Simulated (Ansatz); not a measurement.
This geometry of C2H5O (8 atoms, charge 1, multiplicity 1) is a first-order saddle point.

All numbers below come from RKS PBE/def2-SVP in Ansatz 0.2.0.

```xyz
8
Properties=species:S:1:pos:R:3
C -0.343 0.626 -0.567
C 0.388 -0.119 0.439
O 0.358 -1.374 0.542
H -1.036 0.021 -1.178
H 0.408 1.158 -1.206
H -0.854 1.481 -0.057
H 1.085 0.415 1.129
H -0.006 -2.209 0.899
```

Which two structures does it join? (They come from a converged band through this point; their orientation in space is the band's.)

No bond is made or broken. The dihedral C1–C2–O3–H8 goes from -180 to 0°.

First end point:

```xyz
8
Properties=species:S:1:pos:R:3
C -0.342 0.645 -0.599
C 0.271 -0.208 0.396
O 0.025 -1.458 0.415
H -1.010 0.108 -1.296
H 0.472 1.189 -1.139
H -0.875 1.472 -0.067
H 0.966 0.210 1.158
H 0.491 -1.957 1.133
```

Last end point:

```xyz
8
Properties=species:S:1:pos:R:3
C -0.307 0.535 -0.528
C 0.421 -0.100 0.555
O 0.404 -1.335 0.858
H -0.935 -0.142 -1.137
H 0.430 1.083 -1.166
H -0.916 1.365 -0.090
H 1.079 0.490 1.228
H -0.176 -1.895 0.279
```

How far does it lie above each of them?

21.6 kcal/mol above the first and 21.0 kcal/mol above the second. This is the barrier of this one path; another mechanism may lie lower. Limits of this set-up: the dipole of an ion depends on the origin.

The run took 72 s on 1 thread of Intel(R) Xeon(R) 6975P-C (Granite Rapids), with other jobs on the host, peak memory 0.13 GiB.
